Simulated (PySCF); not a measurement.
# Dipole moment and polarisability of chlorofluoromethane

Species: chlorofluoromethane, CH₂ClF.
Numbering: `[F:1][CH2:2][Cl:3]` (hydrogens: H4, H5 on C2)

Structure used (GFN2-xTB), in Å, numbered top down from 1:
```
atom  x, y, z in Å
F1    -0.7642    1.0997   -0.1253
C2    -0.1100   -0.0737    0.0083
Cl3    1.6443    0.1979   -0.0629
H4    -0.3617   -0.4971    0.9844
H5    -0.3998   -0.7239   -0.8217
```

Level: PBE0/def2-SVPD (PySCF), static field, nuclei fixed, core orbitals frozen in the response. The polarisability tensor in these axes (au):

```
x   36.14  0.22 -0.24
y    0.22 27.32 -0.16
z   -0.24 -0.16 26.14
```

Problem. Give the principal values, the mean and the anisotropy Δα = √{½[(α1 − α2)² + (α2 − α3)² + (α1 − α3)²]}.

Solution. Principal values 26.12, 27.34 and 36.15 au; mean 29.87 au = 4.43 Å³ = 4.92 × 10⁻⁴⁰ C²·m²/J; Δα = 9.48 au (32 % of the mean).

Problem. What is the dipole moment, and where does it point?

Solution. (-0.88, -1.61, 0.22) D, 1.85 D in size, pointing from the negative to the positive side. Measured along this direction, the outermost atoms are Cl3 at the negative end and H5 and H4 at the positive end.

Problem. What depolarisation ratio follows for Rayleigh scattering of linearly polarised light, taking the static tensor?

Solution. ρ = 3Δα²/(45ᾱ² + 4Δα²) = 269.8/(40143 + 359.8) = 0.00666.

Problem. Give the eigenvalues of the traceless quadrupole moment Θ = ½Σq(3rr − r²1), origin at the centre of nuclear charge.

Solution. -4.31, 0.99, 3.32 D·Å. The values depend on the origin, since the dipole doesn't vanish. The electronic extent ⟨r²⟩ about the same centre is 234 bohr², a root-mean-square distance of 1.39 Å for the 34 electrons.

Problem. Find the Langevin capture rate constant for O2+ (31.990 u) meeting this molecule (67.983 u), k = 2.342 × 10⁻⁹ cm³/s × √(α in Å³ / reduced mass in u).

Solution. The reduced mass is 21.75 u, so k = 1.06 × 10⁻⁹ cm³/s. The formula leaves out the permanent dipole, which adds to the capture rate.

Problem. Directions of the eigenvectors, and the extent of the frame along each?

Solution. Largest value along (1.00, 0.02, -0.02), where the nuclei span 2.38 Å; middle along (-0.03, 0.99, -0.12), 1.73 Å; least along (0.02, 0.12, 0.99), 1.82 Å. 

Problem. In a dilute gas of rigid molecules at 273 K, how does the orientational term μ²/3kT compare with the electronic polarisability?

Solution. In Gaussian units μ²/3kT = 30.11 Å³ against 4.43 Å³, a ratio of 6.80; the Debye molar polarisation (4π/3)N_A(α + μ²/3kT) is 87.1 cm³/mol, leaving out the vibrational part.

Geometry: GFN2-xTB; no solvent, vibrations or thermal averaging.
